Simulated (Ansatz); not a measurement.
Input file:

```yaml
crystal:
  periodic: [false, false, false]
  atoms:
    - {symbol: Si, position_ang: [0.003252, 0.000000, 0.481694]}
    - {symbol: O, position_ang: [-0.020406, 0.000002, -1.025121]}
    - {symbol: H, position_ang: [1.475461, -0.000114, 0.732100]}
    - {symbol: H, position_ang: [-0.620989, 1.217950, 1.058990]}
    - {symbol: H, position_ang: [-0.621177, -1.217854, 1.058990]}
basis:
  gaussian: {orbitals: cc-pVDZ}
magnetization: {spin_polarized: false, initial_magnetization: 1}
correlation: {method: fic_mrcisd_q, electrons: outside_noble_gas, active_space: {window: {electrons: 3, orbitals: 3}}}
```

```sh
$ ansatz run in.yaml --threads 1 --pin off --events-out ev --progress --plain --max-ram 2393MiB
```

The program prints:

```
438 factors; integrals over basis functions are off by at most 1.0e-3 eV
mean field evaluation 1: about -9938.8452 eV, gradient 3.9e1 eV
mean field evaluation 2: about -9938.8842 eV, gradient 3.9e1 eV
mean field evaluation 4: about -9944.4039 eV, gradient 8.1e0 eV
mean field evaluation 8: about -9945.2284 eV, gradient 1.3e0 eV
mean field evaluation 16: about -9945.2370 eV, gradient 1.7e-6 eV
mean field evaluation 32: about -9944.7186 eV, gradient 8.9e0 eV
mean field evaluation 64: about -9945.2370 eV, gradient 4.6e-2 eV
mean field evaluation 96: about -9943.0932 eV, gradient 5.2e0 eV
mean field evaluation 128: about -9945.0209 eV, gradient 5.5e0 eV
mean field -9945.23702981 eV, -365.4807197219 hartree, gradient 1.7e-6 eV, S^2 0.750000; 8 other end points of the search recorded, 0 dependent functions left out
reference -9945.23702981 eV, -365.4807197219 hartree; 13, 12 occupied and 34, 35 virtual orbitals, 438 factors
state -9945.61395832 eV, -365.4945715891 hartree
contracted CI cycle   1: correlation 0.00000000 eV, 0.0000000000 hartree, residual 2.65e1 eV
contracted CI cycle   2: correlation -6.61037313 eV, -0.2429267319 hartree, residual 3.58e0 eV
contracted CI cycle   3: correlation -6.78552075 eV, -0.2493632883 hartree, residual 1.00e0 eV
contracted CI cycle   4: correlation -6.79889766 eV, -0.2498548806 hartree, residual 2.47e-1 eV
contracted CI cycle   5: correlation -6.79999543 eV, -0.2498952228 hartree, residual 9.30e-2 eV
contracted CI cycle   6: correlation -6.80014239 eV, -0.2499006235 hartree, residual 3.96e-2 eV
contracted CI cycle   7: correlation -6.80017900 eV, -0.2499019688 hartree, residual 1.86e-2 eV
contracted CI cycle   8: correlation -6.80018563 eV, -0.2499022125 hartree, residual 7.57e-3 eV
contracted CI cycle   9: correlation -6.80018687 eV, -0.2499022582 hartree, residual 3.84e-3 eV
contracted CI cycle  10: correlation -6.80018715 eV, -0.2499022685 hartree, residual 1.66e-3 eV
state -9945.61395832 eV, -365.4945715891 hartree; corrected -9952.99818326 eV, -365.7659368502 hartree
state -9945.59477121 eV, -365.4938664758 hartree
contracted CI cycle   1: correlation 0.00000000 eV, 0.0000000000 hartree, residual 2.65e1 eV
contracted CI cycle   2: correlation -6.60829624 eV, -0.2428504074 hartree, residual 3.60e0 eV
contracted CI cycle   3: correlation -6.79484159 eV, -0.2497058228 hartree, residual 1.25e0 eV
contracted CI cycle   4: correlation -6.81712229 eV, -0.2505246233 hartree, residual 3.91e-1 eV
contracted CI cycle   5: correlation -6.82095061 eV, -0.2506653113 hartree, residual 2.13e-1 eV
contracted CI cycle   6: correlation -6.82176116 eV, -0.2506950988 hartree, residual 8.50e-2 eV
contracted CI cycle   7: correlation -6.82190454 eV, -0.2507003676 hartree, residual 3.08e-2 eV
contracted CI cycle   8: correlation -6.82192259 eV, -0.2507010310 hartree, residual 1.34e-2 eV
contracted CI cycle   9: correlation -6.82192725 eV, -0.2507012022 hartree, residual 8.25e-3 eV
contracted CI cycle  10: correlation -6.82192876 eV, -0.2507012577 hartree, residual 3.90e-3 eV
contracted CI cycle  11: correlation -6.82192906 eV, -0.2507012687 hartree, residual 1.63e-3 eV
state -9945.59477121 eV, -365.4938664758 hartree; corrected -9953.03127973 eV, -365.7671531230 hartree
state -9945.59477121 eV, -365.4938664758 hartree; corrected -9953.03127973 eV, -365.7671531230 hartree
WARN: the results are in doubt because another end's mean lies 0.019 eV lower, and its corrected mean 0.033 eV higher
Total energy: -9953.03127973 eV, -365.7671531230 hartree
In doubt: another end's mean lies 0.019 eV lower, and its corrected mean 0.033 eV higher
```

For the same geometry and basis UCCSDT(Q) lies 117.9 meV lower.

Ran on 1 thread of Arm Neoverse V1, shared host: 3.9 s wall, 0.1 GiB peak host memory.
